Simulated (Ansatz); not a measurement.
HPAl, quartet: breathe scan

Starting geometry (PBE0/def2-TZVP stationary point for this spin, not checked as a minimum):

```csv
atom,x (Å),y (Å),z (Å)
Al,0.0000,0.0348,1.3006
P,0.0000,-0.0736,-1.0887
H,0.0000,1.3304,-1.3605
```

From there all distances are scaled together; atoms are numbered as listed. Energies are in kJ/mol, counted from the starting geometry at the same level. Kohn–Sham curves are unrestricted where that lies lower.

Basis 6-31G; Ansatz 0.2.0. Correlated methods freeze the noble-gas cores. R marks a restricted (for open shells ROHF) determinant, U an unrestricted one. Active spaces: valence = (9e, 9o) chosen from the atoms' valence shells.

Unrestricted rows (U, and Kohn–Sham where it breaks symmetry) aren't spin-pure: their determinants' ⟨S²⟩ exceeds S(S+1) by up to 0.99, so they mix in states of higher spin. Runs in a small pair space aren't shown, since their orbitals change along the scan. A value is left out where its run failed or describes another state than the reference as far as symmetry and spin tell, or, spin-broken singlets apart, can't be checked.

Full CI is exact within this basis and frozen core; it isn't the basis-set limit. The frozen core follows each run's orbitals, which can shift R against U totals by a few meV.

```csv
scale of all distances,full CI,curve A,curve B,curve C,curve D
0.893,109.3,100.3,115.5,109.2,109.5
1.000,0.0,0.0,0.0,0.0,0.0
1.120,-4.8,7.5,-10.7,-6.4,-5.0
1.285,44.1,74.6,35.4,36.2,44.1
1.482,106.3,142.1,96.8,91.5,106.2
1.783,171.1,–,160.6,–,–
2.002,193.2,185.1,182.8,168.5,192.6
2.375,205.8,189.6,197.2,179.0,205.0
```

(1) The curves come from CASSCF (valence space), MRCISD+Q (valence space), RPA-PBE, UMP2. Compare each with full CI and say which is which.

In so small a basis both RPA and the reference are far from their limits and near them at different rates, so the difference would change in a larger set.

Results:

(1) A: UMP2, B: RPA-PBE, C: CASSCF (valence space), D: MRCISD+Q (valence space). Spread of the error against full CI, over the points where both stand: A 52.0, B 16.7, C 26.8, D 1.0 kJ/mol. MRCISD+Q (valence space) stays parallel to the reference within 1.0 kJ/mol over the points shown. CASSCF lacks dynamic correlation, of which the bound molecule has more, so its curve rises 26.8 kJ/mol too little out to 2.375.
